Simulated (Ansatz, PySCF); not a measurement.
System: lithium fluoride, LiF (charge 0, singlet). 
Structure (B3LYP-D3(BJ)/def2-TZVP (Ansatz, an electronic-structure program) minimum search):
SMILES: [Li][F]
```xyz
2

Li     0.0000     0.0000    -1.1712
F      0.0000     0.0000     0.3904
```

PBE beside other levels, property by property. Valence correlation only, unless marked. Open shells are spin-unrestricted. No spin-orbit coupling. No relativistic terms. CBS marks a two-point X^-3 extrapolation of the correlation energy; Hartree-Fock from the larger set. Rows marked 298 K are enthalpies with B3LYP-D3(BJ) harmonic zero-point and thermal terms from PySCF. Enthalpies of formation rest on the atoms' values in the G2/97 table (older ones for B and Si), with no core term in the frozen-core levels. The coupled-cluster column (Ansatz) is a level with limits of its own: CCSD(T)/CBS(def2-TZVPPD,def2-QZVPPD).

| property | PBE/def2-TZVPD (Ansatz) | B3LYP-D3(BJ)/def2-TZVPD (Ansatz + dftd3) | M06-2X/def2-TZVPD (PySCF) | HSE06/def2-TZVPD (Ansatz) | coupled cluster | measured |
|---|---|---|---|---|---|---|
| enthalpy of formation at 298 K by atomisation (kcal/mol) | -80.2 | -78.6 | -78.8 | -73.3 | -80.0 | -80.1 |
| F-Li bond dissociation enthalpy, 298 K, to Li atom + F atom (kcal/mol) | 137.2 | 135.5 | 135.7 | 130.3 | 137.0 | - |

Measured values: G2/97 table in ASE (Curtiss et al.); they hold spin-orbit effects, which all levels lack, and core correlation, which the frozen-core levels lack. This is an older compilation, not checked against later work.

As the rows show:
- enthalpy of formation at 298 K by atomisation: PBE agrees within rounding with the measured value.
- F-Li bond dissociation enthalpy, 298 K, to Li atom + F atom: PBE lies 0.2 kcal/mol above coupled cluster.
